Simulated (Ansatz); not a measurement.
# H16N5: the cost of one run

Computed with Ansatz 0.2.0 (the levels named in each step, unless a step's input says otherwise).

## Step 1: The starting structure

Bond lengths (14 of 16 bonds, heavy atoms first): N1–H6 1.014 Å, N1–H7 1.014 Å, N1–H8 1.014 Å, N2–H9 1.014 Å, N2–H10 1.014 Å, N2–H11 1.014 Å, N3–H12 1.014 Å, N3–H13 1.014 Å, N3–H14 1.014 Å, N4–H15 1.014 Å, N4–H16 1.014 Å, N4–H17 1.014 Å, N5–H18 1.052 Å, N5–H19 1.052 Å. Angles (14 of 18 angles, heavy atoms first): H6–N1–H7 107.2°, H6–N1–H8 107.0°, H7–N1–H8 107.1°, H9–N2–H10 107.1°, H9–N2–H11 107.0°, H10–N2–H11 107.0°, H12–N3–H13 107.0°, H12–N3–H14 107.1°, H13–N3–H14 107.1°, H15–N4–H16 107.0°, H15–N4–H17 107.1°, H16–N4–H17 107.1°, H18–N5–H19 109.5°, H18–N5–H20 109.5°.

Coordinates:

```xyz
21

N    -2.0635   -0.6261   -1.6853
N     2.3280   -1.0564   -0.9809
N    -0.4976   -1.0258    2.4864
N     0.2336    2.7132    0.1816
N    -0.0009   -0.0057   -0.0028
H    -2.7841    0.0876   -1.6851
H    -1.7426   -0.7271   -2.6422
H    -2.5100   -1.4993   -1.4273
H     2.5081   -0.7611   -1.9343
H     3.1228   -0.7650   -0.4225
H     2.3207   -2.0704   -0.9802
H    -0.6302   -2.0310    2.4645
H     0.2674   -0.8415    3.1262
H    -1.3329   -0.6239    2.8979
H    -0.4592    3.1024    0.8118
H     1.1434    2.9925    0.5312
H     0.1079    3.1669   -0.7166
H     0.8926   -0.4134   -0.3804
H    -0.1923   -0.4020    0.9528
H     0.0922    1.0400    0.0649
H    -0.7976   -0.2444   -0.6477
```

## Step 2: A rough first relaxation, PBE-D4/def2-SVP

This run stands in another session on the same molecule. It ended at:

```xyz
21

N    -2.1843   -0.6663   -1.7831
N     2.4652   -1.1176   -1.0348
N    -0.5272   -1.0911    2.6314
N     0.2477    2.8780    0.1893
N    -0.0001   -0.0018   -0.0006
H    -2.9367    0.0378   -1.7917
H    -1.8983   -0.7652   -2.7682
H    -2.6511   -1.5546   -1.5489
H     2.6742   -0.8296   -2.0019
H     3.2987   -0.8525   -0.4899
H     2.4737   -2.1479   -1.0538
H    -0.6609   -2.1129    2.6371
H     0.2306   -0.9160    3.3074
H    -1.3752   -0.7071    3.0735
H    -0.4478    3.3118    0.8139
H     1.1619    3.1895    0.5485
H     0.1356    3.3614   -0.7139
H     0.9070   -0.4128   -0.3812
H    -0.1945   -0.4044    0.9672
H     0.0914    1.0582    0.0681
H    -0.8042   -0.2471   -0.6562
```

## Step 3: Relaxation, HF/STO-3G

Input file input.yaml:

```yaml
crystal:
  periodic: [false, false, false]
  atoms:
    - { symbol: "N", position_ang: [-2.18431949, -0.66627984, -1.78314038] }
    - { symbol: "N", position_ang: [2.46519278, -1.11761896, -1.03479159] }
    - { symbol: "N", position_ang: [-0.52722539, -1.09110075, 2.63138934] }
    - { symbol: "N", position_ang: [0.247667, 2.87804726, 0.18931238] }
    - { symbol: "N", position_ang: [-7.139e-05, -0.00175386, -0.00062943] }
    - { symbol: H, position_ang: [-2.9366648, 0.0378482, -1.79167486] }
    - { symbol: H, position_ang: [-1.89828017, -0.76522203, -2.768165] }
    - { symbol: H, position_ang: [-2.65108431, -1.55462256, -1.54891713] }
    - { symbol: H, position_ang: [2.67424538, -0.82962108, -2.00187704] }
    - { symbol: H, position_ang: [3.29871807, -0.85252967, -0.4899391] }
    - { symbol: H, position_ang: [2.4737232, -2.14790253, -1.05381387] }
    - { symbol: H, position_ang: [-0.66090832, -2.11286073, 2.63709871] }
    - { symbol: H, position_ang: [0.23059673, -0.91599645, 3.3073782] }
    - { symbol: H, position_ang: [-1.37516433, -0.70712798, 3.07350971] }
    - { symbol: H, position_ang: [-0.44776912, 3.3117556, 0.81393905] }
    - { symbol: H, position_ang: [1.16191849, 3.18949309, 0.54852425] }
    - { symbol: H, position_ang: [0.13558998, 3.36138204, -0.71385971] }
    - { symbol: H, position_ang: [0.90699329, -0.41279507, -0.38124919] }
    - { symbol: H, position_ang: [-0.19451686, -0.4043697, 0.96718897] }
    - { symbol: H, position_ang: [0.09137286, 1.05821551, 0.06808363] }
    - { symbol: H, position_ang: [-0.80423358, -0.24709049, -0.65623693] }
total_charge: 1
basis:
  gaussian: { orbitals: STO-3G }
hamiltonian:
  xc: hf
relax:
  f_tol: 0.004
  max_steps: 150
```

Command:

```bash
$ ansatz run input.yaml --threads 4 --pin off --max-ram 10240MiB --backend cpu --events-out ev --progress --plain --runs-dir out
```

Q: Estimate wall time and peak memory on 4 threads of AMD EPYC (Zen 3), shared host.

About 30 s, with a peak of 0.099 GiB.
